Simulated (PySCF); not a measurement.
B3LYP has the VWN-RPA correlation part, as in Gaussian. Delta-SCF ions had no search for a lower state. Excitations are Tamm–Dancoff values on a coarser integration grid. The basis has no diffuse functions, so Rydberg states are missing or too high.

Cartesian coordinates (Å):
```xyz
11

C     -0.0327     1.1954    -0.0065
C      1.1866     0.5152    -0.0125
C      1.1679    -0.8836    -0.0044
N      0.0439    -1.6044     0.0087
C     -1.1179    -0.9460     0.0144
C     -1.2130     0.4496     0.0072
H     -0.0626     2.2881    -0.0124
H      2.1361     1.0551    -0.0232
H      2.1089    -1.4467    -0.0088
H     -2.0267    -1.5596     0.0251
H     -2.1906     0.9369     0.0123
```
Charge 0, multiplicity 1.

Problem. Predict the S1–T1 gap (TDA), S1 oscillator strength and vertical ionisation energy (Delta-SCF) from B3LYP-D3(BJ)/def2-TZVP // B3LYP-D3(BJ)/def2-SVP run with PySCF.

Solution. 
```
Quantity                                 Result
--------------------------------------  -------
S1–T1 gap (TDA)                         0.70 eV
S1 oscillator strength                    0.005
vertical ionisation energy (Delta-SCF)  9.50 eV
```
